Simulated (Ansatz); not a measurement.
A nudged elastic band was laid between two geometries of BFH₂O (5 atoms, charge 0, multiplicity 1).

Computed with RKS PBE0-D4/def2-SVPD (Ansatz).

| Quantity | Value |
| --- | --- |
| movable images | 5 |
| climbing image | yes |
| spring | 5.0 eV/Å² |
| optimiser | quadratic models (default) |
| start path | through a guess of the saddle point |
| force threshold | 0.05 eV/Å |
| iteration limit | 60 |
| end points | relaxed |

First end point:

```xyz
5
Properties=species:S:1:pos:R:3
B 0.138 -0.056 0.307
H 0.392 0.326 1.415
F 1.136 -0.271 -0.560
O -1.132 -0.270 -0.072
H -1.219 -0.575 -0.982
```

Last end point:

```xyz
5
Properties=species:S:1:pos:R:3
B -0.491 -0.184 0.054
H 1.373 0.116 0.568
F 2.282 0.257 0.802
O -1.727 -0.369 -0.245
H -2.122 -0.668 -1.071
```

Question: Which bonds break or form, and what moves?

Answer: Bonds broken: B1–H2, B1–F3. Bonds formed: H2–F3. BFH2O becomes BHO + FH.

Question: Give the energies along the band, and the barrier.

Answer: It converged. The highest image is number 3 of 0 to 6, 4.46 eV above the first end and 0.71 eV above the last; the last end lies 3.75 eV above the first. Neighbouring images differ by up to 2.9 eV, so the band resolves the path poorly. A vibrational analysis at the climbing image gives one clearly imaginary mode, 1177i cm⁻¹: a first-order saddle point. The orbitals stay closed-shell, which can raise the energy where a bond breaks towards radicals; this wasn't checked here.

```
image  path coordinate (Å)  energy (eV)  B1–H2 (Å)  B1–F3 (Å)  H2–F3 (Å)
    0                 0.00         0.00       1.20       1.34       2.19
    1                 0.68         0.50       1.20       1.33       2.12
    2                 1.35         1.52       1.18       1.44       1.70
    3                 2.03         4.46       1.36       1.95       1.16
    4                 2.70         3.97       1.79       2.54       0.96
    5                 3.37         3.81       1.89       2.81       0.95
    6                 4.04         3.75       1.96       2.91       0.95
```

Question: What is the geometry of the highest image?

Answer: 
```xyz
5
Properties=species:S:1:pos:R:3
B -0.301 -0.229 0.427
H 0.909 0.045 0.990
F 1.547 0.248 0.040
O -0.953 -0.339 -0.687
H -1.887 -0.572 -0.661
```

Run time: 2.3 min on 1 thread of Arm Neoverse V1, on a shared host, peak memory 0.13 GiB.
